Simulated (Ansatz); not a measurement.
Saddle point of MgH3ClO, singlet (MgHCl ([MgH][Cl]) + H₂O → MgHClO ([OH][Mg][Cl]) + H₂; bonds formed: H2–H4; dative contacts that become bonds: Mg1–O5; bonds broken: Mg1–H2, H4–O5), PBE0-D4/def2-TZVP structure:

Mg1  (-0.315, -0.483, -0.654)
H2  (-0.627, 1.347, -0.383)
Cl3  (-0.774, -2.143, -2.000)
H4  (0.005, 1.030, 0.423)
O5  (0.586, 0.098, 0.913)
H6  (1.125, 0.150, 1.702)
(Å)

Energies are electronic, without zero-point energy. Barriers and step energies count from the start structure reached by relaxing down the imaginary mode; all methods use the PBE0-D4 structures, on which another method's saddle can fall below an end. Computed with Ansatz 0.2.0 (basis: def2-TZVPP, with def2-QZVPP for the basis limit); correlated methods freeze the cores. The outer core shell of Li, Na, Mg and K is correlated. The def2 sets are not built for correlating such inner shells, so the correlated values are less sure here. B3LYP uses VWN-RPA correlation. Extrapolation: Hartree–Fock as exp(−7.88 √X), correlation as X^−2.97.

```csv
method,barrier (kJ/mol),step energy (kJ/mol)
SPW92,24.1,-4.2
PBE-D4,36.7,-17.1
BLYP-D4,?,-24.7
r2SCAN-D4,40.0,-20.2
B97M-V,?,7.0
PBE0-D4,49.5,-10.2
B3LYP-D4,51.4,-18.1
r2SCAN0-D4,50.8,-13.9
BHLYP-D4,66.9,-10.1
CAM-B3LYP-D4,54.1,-14.2
wB97X-V,58.0,-13.7
wB97M-V,58.9,-12.5
B2PLYP,52.3,-22.0
PBE-QIDH,55.5,-13.9
RPA on PBE,58.9,-15.2
HF,98.7,-0.2
MP2,?,-27.1
CCSD,65.8,-14.0
CCSD(T),59.6,-16.3
```

(1) Fill in the withheld barriers. (Judge from chemistry; the value comes from the calculation.)

The T1 diagnostic stays at or below 0.011.

## Answers

(1) By the calculation: MP2 51.5; BLYP-D4 42.0; B97M-V 63.4 kJ/mol. Each is the energy of the saddle less that of the start structure, by the same method.

For comparison, the barrier by CCSD(T) at an estimated basis limit (MP2 extrapolated from triple and quadruple zeta, plus CCSD(T) − MP2 in triple zeta) is 54.1 kJ/mol.

Labels in which every atom is bracketed show which atoms are joined, not bond orders.

For scale, one of the runs: CCSD(T)/def2-TZVPP, 147 basis functions, launched by `ansatz run in.yaml --threads 2 --pin off --events-out ev --progress --plain --max-ram 4352MiB`. Time: 31 s of wall clock on 2 CPU threads of an AMD EPYC 7R43; the host was shared. Peak host memory: 1 GiB.
